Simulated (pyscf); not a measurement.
Structures and frequencies: ωB97X-D3(BJ)/def2-SVP in PySCF.

**Question.** For the elementary gas-phase step HS–InH₂ + hydrogen (H₂) → InH₃ + H₂S (singlet surface; In–S, H–H broken, H–In, H–S formed), what barrier and reaction energy does ωB97M-D3(BJ)/def2-TZVP give, measured from the separated reactants?

**Answer.** ΔE‡ = 1.24 eV, ΔE = +0.79 eV. Zero-point energy shifts the barrier by +0.07 eV. It is a four-centre exchange, with an imaginary mode of 1335i cm⁻¹. On the product side the descent ends in an adduct with a In–S contact, 0.58 eV under the separated species and 0.82 eV under the saddle at ωB97X-D3(BJ)/def2-TZVP. What is counted as broken (In–S) persists as a longer contact in the product adduct; parting that adduct is a step of its own. This is the saddle that the search found; another between the same sides may lie lower. Elements past Kr carry the def2 core potentials, without spin-orbit coupling.
